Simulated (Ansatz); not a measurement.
Predict the output of the script below (Ansatz 0.2.0 through its Python package).

Script `h3osi.py`:
```python
import itertools
import warnings

import ansatz
from ase import Atoms
from ase.data import atomic_numbers, covalent_radii
import numpy as np


def main() -> None:
    warnings.simplefilter("ignore", ansatz.DeckWarning)

    atoms = Atoms(["O", "Si", "H", "H", "H"], positions=[
        (-1.44417, 0.27139, 0.7001),
        (-0.0827, 0.0156, 0.0398),
        (-0.10444, -0.24742, -1.4526),
        (0.69783, -1.17461, 0.56142),
        (0.93348, 1.13504, 0.15128),
    ])
    geometry = ansatz.Crystal.molecule_from_ase(atoms)

    model = geometry.calculation()
    model = model.basis(gaussian="def2-SVP")
    model = model.functional("PBE")
    model = model.charge(-1)
    symbols = [site.symbol for site in geometry.cartesian_sites]
    start = np.array([site.position_ang for site in geometry.cartesian_sites], dtype=float)
    data = model.relax(force_tolerance=0.003).run().report
    end = np.array(data["positions_ang"])

    radius = [covalent_radii[atomic_numbers[s]] for s in symbols]
    span = lambda where, i, j: np.linalg.norm(where[i] - where[j])
    bonded = [(i, j) for i, j in itertools.combinations(range(len(symbols)), 2) if min(span(start, i, j), span(end, i, j)) < 1.2 * (radius[i] + radius[j])]
    print("pair        before    after (A)")
    for i, j in bonded:
        print(f"{symbols[i]}{i}-{symbols[j]}{j}".ljust(10), f"{span(start, i, j):8.4f} {span(end, i, j):8.4f}")
    for first, second in list(itertools.combinations(bonded, 2)):
        shared = set(first) & set(second)
        if shared and symbols[(j := shared.pop())] != "H":
            i, k = sorted((set(first) | set(second)) - {j})
            u, v = end[i] - end[j], end[k] - end[j]
            angle = np.degrees(np.arccos(np.clip(u @ v / np.linalg.norm(u) / np.linalg.norm(v), -1, 1)))
            print(f"final angle {symbols[i]}{i}-{symbols[j]}{j}-{symbols[k]}{k}: {angle:.2f} deg")

    minimum = ansatz.Crystal.molecule()
    for symbol, place in zip(symbols, end):
        minimum = minimum.atom(symbol, place.tolist())
    vibrating = (
        minimum.calculation()
        .basis(gaussian="def2-SVP")
        .functional("PBE")
        .charge(-1)
        .phonons(temperatures=(298.15, 498.15, 100))
    )
    vib = vibrating.run().report["vibrations"]
    sums = vib["harmonic_sums"]
    modes = [m["omega_inv_cm"] for m in sums["modes_at_gamma"] if m["rigid_motion"] == "no"]
    print("frequencies (1/cm):", " ".join(f"{w:.0f}" for w in modes))
    print("imaginary modes:", sum(w < 0 for w in modes), " zero-point energy:", round(sums["zero_point_energy_ev"], 4), "eV")
    print("T (K)   F_vib (eV)   S_vib (meV/K)   C_vib (meV/K)")
    for row in zip(sums["temperatures_k"], sums["vibrational_free_energy_ev"], vib["entropy_ev_per_k"], vib["heat_capacity_ev_per_k"]):
        print(f"{row[0]:6.1f} {row[1]:11.4f} {1000 * row[2]:13.4f} {1000 * row[3]:15.4f}")


if __name__ == "__main__":
    main()
```

```console
$ python h3osi.py
pair        before    after (A)
O0-Si1       1.5346   1.5906
Si1-H2       1.5156   1.5623
Si1-H3       1.5159   1.5623
Si1-H4       1.5160   1.5623
final angle O0-Si1-H2: 118.11 deg
final angle O0-Si1-H3: 118.11 deg
final angle O0-Si1-H4: 118.11 deg
final angle H2-Si1-H3: 99.61 deg
final angle H2-Si1-H4: 99.61 deg
final angle H3-Si1-H4: 99.61 deg
frequencies (1/cm): 717 717 896 896 974 1098 1811 1811 1902
imaginary modes: 0  zero-point energy: 0.6708 eV
T (K)   F_vib (eV)   S_vib (meV/K)   C_vib (meV/K)
 298.1      0.6681        0.0448          0.1457
 398.1      0.6609        0.1020          0.2533
 498.1      0.6474        0.1690          0.3457
```

The settings weren't tested for convergence. The frequencies are harmonic and unscaled, in a modest basis. The result belongs to the one conformer reached from this start, and soft torsions count as harmonic oscillators. Anions want diffuse functions, which this basis lacks. Wall time of the script: 15 s on 1 thread of Arm Neoverse V1 (shared host), peak memory 0.18 GiB.

(Lines on the test bed's own set-up are left out of the output.)
